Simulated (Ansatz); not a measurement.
in.yaml

```yaml
crystal:
  periodic: [false, false, false]
  atoms:
    - {symbol: B, position_ang: [0.000000, 0.000000, 1.153245]}
    - {symbol: N, position_ang: [0.000000, 0.000000, -0.080303]}
    - {symbol: H, position_ang: [0.000000, 0.000000, -1.072942]}
basis:
  gaussian: {orbitals: 6-31G}
magnetization: {spin_polarized: false, initial_magnetization: 1}
correlation: {method: fic_mrcisd_q, electrons: outside_noble_gas, active_space: {window: {electrons: 9, orbitals: 9}, shells: [{species: B, l: s, shell: 2}, {species: B, l: p, shell: 2}, {species: H, l: s, shell: 1}, {species: "N", l: s, shell: 2}, {species: "N", l: p, shell: 2}]}}
```

```sh
$ ansatz run in.yaml --threads 1 --pin off --events-out ev --progress --plain --max-ram 2393MiB
```

**Question.** Roughly how long does this take on 1 thread of Arm Neoverse V1, shared host, and how much host memory?

**Answer.** 4.8 s wall and 0.32 GiB.

```
452 factors; integrals over basis functions are off by at most 1.1e-7 eV
mean field evaluation 1: about -2163.1467 eV, gradient 3.3e1 eV
mean field evaluation 2: about -2163.1500 eV, gradient 3.3e1 eV
mean field evaluation 4: about -2166.4553 eV, gradient 2.3e0 eV
mean field evaluation 8: about -2166.4929 eV, gradient 5.8e-5 eV
mean field evaluation 16: about -2164.0730 eV, gradient 1.6e-4 eV
mean field -2166.49285527 eV, -79.6171439297 hartree, gradient 1.4e-6 eV, S^2 0.750000; 4 other end points of the search recorded, 0 dependent functions left out
reference -2166.49285527 eV, -79.6171439297 hartree; 7, 6 occupied and 13, 14 virtual orbitals, 452 factors
state -2170.15370859 eV, -79.7516778075 hartree
contracted CI cycle   1: correlation 0.00000000 eV, 0.0000000000 hartree, residual 7.99e0 eV
contracted CI cycle   2: correlation -1.00047313 eV, -0.0367667094 hartree, residual 1.82e0 eV
contracted CI cycle   3: correlation -1.04819611 eV, -0.0385204964 hartree, residual 3.98e-1 eV
contracted CI cycle   4: correlation -1.05036566 eV, -0.0386002260 hartree, residual 1.11e-1 eV
contracted CI cycle   5: correlation -1.05052818 eV, -0.0386061984 hartree, residual 2.82e-2 eV
contracted CI cycle   6: correlation -1.05053926 eV, -0.0386066057 hartree, residual 7.42e-3 eV
contracted CI cycle   7: correlation -1.05054000 eV, -0.0386066329 hartree, residual 1.98e-3 eV
contracted CI cycle   8: correlation -1.05054005 eV, -0.0386066347 hartree, residual 4.68e-4 eV
state -2170.15370859 eV, -79.7516778075 hartree; corrected -2171.22565582 eV, -79.7910711416 hartree
Total energy: -2171.22565582 eV, -79.7910711416 hartree
Checks for a lower state left out: starts, orbital_swaps
```

For the same geometry and basis full CI lies 35.0 meV lower.
